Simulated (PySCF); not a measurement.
Electric field gradients and quadrupole coupling constants

Species: nitric acid, HNO3.
Geometry (PBE0-D3(BJ)/def2-SVP, Å), atoms numbered from 1 in this order:
```
atom  x, y, z in Å
O1     0.0051    0.7550   -1.0335
N2    -0.0979   -0.2366   -0.3650
O3    -0.3809   -1.3443   -0.6817
O4     0.1478   -0.0770    0.9807
H5     0.3578    0.8684    1.0647
```

Field gradients from the PBE0/pcSseg-1 density (PySCF, non-relativistic), principal values in atomic units, ordered |Vxx| ≤ |Vyy| ≤ |Vzz|:

```json
{"atom": "O1", "Vxx": "0.1589", "Vyy": "1.9711", "Vzz": "-2.1300"}
{"atom": "N2", "Vxx": "-0.0297", "Vyy": "-0.2253", "Vzz": "0.2550"}
{"atom": "O3", "Vxx": "0.3545", "Vyy": "1.8771", "Vzz": "-2.2317"}
{"atom": "O4", "Vxx": "-0.2913", "Vyy": "-1.9714", "Vzz": "2.2627"}
```

Task: Find the asymmetry η = (Vxx − Vyy)/Vzz and the couplings χ = eQV/h (234.96 MHz × Q in barn × V in au), with Q(17O) = −0.0256 b, Q(14N) = 0.02044 b.

Result: 
| atom | environment | nucleus | η | χzz (MHz) | χxx (MHz) | χyy (MHz) |
| --- | --- | --- | --- | --- | --- | --- |
| O1 | oxygen bonded to N | 17O | 0.85 | 12.81 | -0.96 | -11.86 |
| N2 | nitrogen bonded to 3 O | 14N | 0.77 | 1.225 | -0.142 | -1.082 |
| O3 | oxygen bonded to N | 17O | 0.68 | 13.42 | -2.13 | -11.29 |
| O4 | hydroxyl oxygen | 17O | 0.74 | -13.61 | 1.75 | 11.86 |

The tensor is traceless: Vxx + Vyy + Vzz = 0.

Task: What is Vzz at O3 in SI units (1 au = 9.71736 × 10²¹ V/m²)?

Result: -2.2317 au = -21.686 × 10²¹ V/m².

Task: What couplings would deuterons (Q(2H) = 0.00286 b) have in place of the hydrogens, at this geometry?

Result: 
```
atom  bonded to  bond length (Å)  Vzz (au)     η  χzz (kHz)
  H5         O4            0.972    0.4148  0.19        279
```

Isolated species at its PBE0-D3(BJ)/def2-SVP geometry (one conformer only). With so small a basis the couplings can be 20 % off.

The run behind these numbers computed NMR shieldings as well. The run took 2.9 s wall on one thread, Arm Neoverse V1 (aarch64), no GPU (shared host), and the process peaked at 0.35 GiB of memory.
